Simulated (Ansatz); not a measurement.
A nudged elastic band was laid between two geometries of ClH3Si + H2O (8 atoms, charge 0, multiplicity 1).

These are results of RKS B3LYP/def2-TZVP (Ansatz), not measurements.

```
movable images  : 9
climbing image  : yes
spring          : 5.0 eV/Å²
optimiser       : quadratic models (default)
start path      : through a guess of the saddle point
force threshold : 0.03 eV/Å
iteration limit : 60
end points      : relaxed
```

Image 0:

```xyz
8
Properties=species:S:1:pos:R:3
Si -0.419 -0.722 -1.051
Cl 1.524 -1.083 -0.394
H -0.626 -1.566 -2.245
H -0.533 0.703 -1.408
H -1.356 -1.098 0.020
H 0.890 0.591 1.605
O 0.109 1.132 1.772
H 0.410 2.043 1.700
```

Image 10:

```xyz
8
Properties=species:S:1:pos:R:3
Si -0.992 -0.073 -0.658
Cl 3.087 -0.561 1.141
H -0.332 -1.195 -1.351
H -1.243 1.048 -1.595
H -2.285 -0.505 -0.073
H 1.864 -0.212 0.875
O 0.073 0.386 0.540
H -0.172 1.113 1.120
```

(1) Which bonds break or form, and what moves?

(2) What energy profile does the band end with?

(3) What is the geometry of the highest image?

(4) What are the harmonic wavenumbers there?

Answers

(1) Bonds broken: Si1–Cl2, H6–O7. Bonds formed: Si1–O7, Cl2–H6. ClH3Si + H2O becomes ClH + H4OSi.

(2) It converged. The highest image is number 4 of 0 to 10, 22.7 kcal/mol above the first end and 24.5 kcal/mol above the last; the last end lies 1.8 kcal/mol below the first. A vibrational analysis at the climbing image gives one clearly imaginary mode, 144i cm⁻¹: a first-order saddle point. The orbitals stay closed-shell, which can raise the energy where a bond breaks towards radicals; this wasn't checked here.

| image | path coordinate (Å) | energy (kcal/mol) | Si1–Cl2 (Å) | H6–O7 (Å) | Si1–O7 (Å) |
| --- | --- | --- | --- | --- | --- |
| 0 | 0.00 | 0.0 | 2.08 | 0.96 | 3.42 |
| 1 | 1.22 | 0.4 | 2.08 | 0.96 | 3.83 |
| 2 | 2.45 | 0.8 | 2.08 | 0.96 | 3.82 |
| 3 | 3.67 | 10.1 | 2.11 | 0.97 | 2.91 |
| 4 | 4.89 | 22.7 | 2.45 | 1.00 | 1.89 |
| 5 | 5.51 | 15.8 | 2.82 | 1.33 | 1.74 |
| 6 | 6.13 | 1.7 | 3.36 | 1.73 | 1.68 |
| 7 | 6.74 | -1.0 | 3.89 | 1.90 | 1.67 |
| 8 | 7.36 | -1.6 | 4.24 | 1.91 | 1.67 |
| 9 | 7.97 | -1.8 | 4.42 | 1.91 | 1.67 |
| 10 | 8.59 | -1.8 | 4.48 | 1.92 | 1.67 |

(3) 
```xyz
8
Properties=species:S:1:pos:R:3
Si -0.416 -0.262 -0.579
Cl 2.030 -0.401 -0.564
H -0.461 -1.715 -0.788
H -0.268 0.649 -1.725
H -1.809 0.060 -0.111
H 1.121 0.357 1.053
O 0.126 0.285 1.142
H -0.324 1.027 1.572
```

(4) 144i, 204, 338, 359, 450, 595, 689, 698, 853, 960, 1067, 1084, 1429, 2090, 2253, 2296, 3148, 3761 cm⁻¹.

The run took 7.4 min on 4 threads of Arm Neoverse N1 (shared host), peak memory 0.26 GiB.
